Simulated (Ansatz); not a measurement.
## Ansatz (development build ahead of 0.2.0) run

```yaml
crystal:
  periodic: [false, false, false]
  atoms:
    - { symbol: C, position_ang: [0.0, 0.0, -1.3081] }
    - { symbol: C, position_ang: [0.0, 0.0, 0.0] }
    - { symbol: F, position_ang: [0.0, 0.0, 1.3184] }
basis:
  gaussian: { orbitals: cc-pVTZ }
magnetization:
  initial_magnetization: 1
hamiltonian:
  xc: hf
correlation:
  method: ccsd_t
  frozen_orbitals: { C: 1, F: 1 }
```

The input is written out in the form of the current development build from the run's settings. Correlation on restricted open-shell orbitals is semicanonical, with singles.

Results

```yaml
Converged: yes
Reference_energy: -175.02103 hartree
CCSD_correlation_energy: -0.52431 hartree
Triples_correction: -0.02374 hartree
Total_energy: -175.56908 hartree
Spin_squared_of_the_determinant: 0.750
```
